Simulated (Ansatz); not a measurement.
H₄SSi₂, SMILES `[SiH2]1[SiH2]S1`, relaxed with RKS PBE0-D4/def2-TZVP in Ansatz from a PBE-D4/def2-SVP geometry. The force threshold is 0.005 eV/Å; the program also tests the step.

Total charge 0; spin multiplicity 1.

Start:

```xyz
7

Si   -1.049    0.213    0.390
Si    0.988   -0.433   -0.365
S     0.462    1.680   -0.190
H    -2.272    0.173   -0.479
H    -1.401    0.197    1.849
H     1.201   -0.927   -1.766
H     2.071   -0.903    0.562
```

Problem. How much energy does the relaxation release, and in how many steps? (An estimate is asked.)

Solution. The calculation gave: 3.00 kJ/mol, in 3 steps.

Problem. Which bonds change most? (Estimate.)

Solution. The calculation gave: Si2–S3 from 2.185 to 2.151 Å; Si1–S3 from 2.184 to 2.151 Å; Si1–Si2 from 2.267 to 2.244 Å; Si2–H7 from 1.501 to 1.482 Å.

Problem. Give the relaxed structure. (Estimate.)

Solution. The calculation gave: 
```xyz
7

Si   -1.039    0.207    0.387
Si    0.978   -0.432   -0.361
S     0.453    1.647   -0.186
H    -2.247    0.177   -0.471
H    -1.388    0.201    1.827
H     1.192   -0.912   -1.746
H     2.052   -0.889    0.552
```
